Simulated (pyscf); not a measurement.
H₂B–CH₃ → BH [singlet] + CH₄, a 1,1-elimination (singlet surface; B–C, B–H broken, C–H formed). Optimised with ωB97X-D3(BJ)/def2-SVP in PySCF. MP2 and CC: frozen core, UHF for open shells. ΔMP2 is the change of the MP2 total energy from the triple- to the quadruple-zeta basis. Energies in kcal/mol from the reactant's lowest minimum found.

Small-basis levels: PySCF, no dispersion term, spherical d functions. AM1 to PM7: differences of heats of formation from MOPAC. GFN2-xTB: tblite. 

```tsv
level	barrier	reaction energy
HF/3-21G	…	+77.8
HF/6-31G*	126.8	+80.2
PBE/6-31G*	103.2	+92.2
B3LYP/STO-3G	159.4	+123.6
B3LYP/3-21G	115.9	+87.2
B3LYP/6-31G*	110.7	+88.0
M06-2X/6-31G*	…	+89.5
B3LYP/6-311+G**	105.7	+85.6
B3LYP/def2-SVP	105.8	+88.6
GFN2-xTB	118.5	+103.3
AM1	84.6	+65.2
PM6	75.6	+77.2
CCSD(T)/def2-TZVPP + ΔMP2(QZVPP)	…	+81.2
```

Q: Complete the blanks.

A: 
- HF/3-21G, barrier: 132.6
- M06-2X/6-31G*, barrier: 111.5
- CCSD(T)/def2-TZVPP + ΔMP2(QZVPP), barrier: 104.1

Against the last row the barrier runs from -28.5 (PM6) to +55.3 kcal/mol (B3LYP/STO-3G); PBE/6-31G* happens to lie closest here (1.0 kcal/mol apart). At PM6 this geometry lies under one side, so the entry may be no barrier of that level: it is a single point on another level's saddle. CCSD(T)/def2-TZVPP + ΔMP2(QZVPP) has limits of its own. This is the saddle that the search found; another between the same sides may lie lower. The CCSD(T) − MP2 part came from Ansatz, without density fitting, on the same reference.
